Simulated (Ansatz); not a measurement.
The cation of CH₆AlB, SMILES `C[BH][AlH2]` at the neutral geometry.

```yaml
crystal:
  periodic: [false, false, false]
  atoms:
    - {symbol: C, position_ang: [-0.672491, 0.651000, -1.105481]}
    - {symbol: B, position_ang: [0.389844, 0.492507, 0.023154]}
    - {symbol: Al, position_ang: [0.673286, -1.196291, 1.286572]}
    - {symbol: H, position_ang: [-1.127953, -0.259652, -1.497394]}
    - {symbol: H, position_ang: [-0.357424, 1.293970, -1.932244]}
    - {symbol: H, position_ang: [-1.480624, 1.211443, -0.600231]}
    - {symbol: H, position_ang: [1.070434, 1.467924, 0.229874]}
    - {symbol: H, position_ang: [-0.160263, -1.386564, 2.635005]}
    - {symbol: H, position_ang: [1.753491, -2.320735, 0.943742]}
basis:
  gaussian: {orbitals: def2-TZVPP}
total_charge: 1
magnetization: {spin_polarized: true, initial_magnetization: 1}
hamiltonian: {xc: pbe0, dispersion: d4}
```

```sh
$ ansatz run in.yaml --threads 2 --pin off --events-out ev --progress --plain --max-ram 4352MiB
```

Output, abridged:

```
Functional definition: PBE0
  name "PBE0"
  cite "Adamo & Barone, J. Chem. Phys. 110, 6158 (1999) doi:10.1063/1.478522"
  cite "Perdew, Burke & Ernzerhof, Phys. Rev. Lett. 77, 3865 (1996) doi:10.1103/PhysRevLett.77.3865"
  parent pbe
  parameter a = 0.25
  parameter kappa = 0.804
  parameter beta = 0.06672455060314922
  exchange = (1 - a)*pbe_x(kappa = kappa, mu = beta*pi^2/3) + a*exact_x
  correlation = pbe_c(beta = beta)
1003 factors; their error is unknown
mean field evaluation 1: about -8377.7936 eV, gradient 5.1e1 eV
mean field evaluation 2: about -8305.3756 eV, gradient 8.7e1 eV
mean field evaluation 4: about -8391.3619 eV, gradient 1.2e1 eV
mean field evaluation 8: about -8392.6985 eV, gradient 2.0e-1 eV
mean field evaluation 16: about -8392.6992 eV, gradient 4.7e-3 eV
mean field -8392.69921319 eV, -308.4260073091 hartree, gradient 5.2e-5 eV, S^2 0.755429; 2 other end points of the search recorded, 0 dependent functions left out
reference -8392.69924857 eV, -308.4260086091 hartree; 15, 14 occupied and 173, 174 virtual orbitals, 1003 factors
Total energy: -8392.78286348 eV, -308.4290814004 hartree
```

Hardware: 2 threads of an AMD EPYC 9R45 on a shared host. Wall time 2.4 s, peak host memory 0.42 GiB.
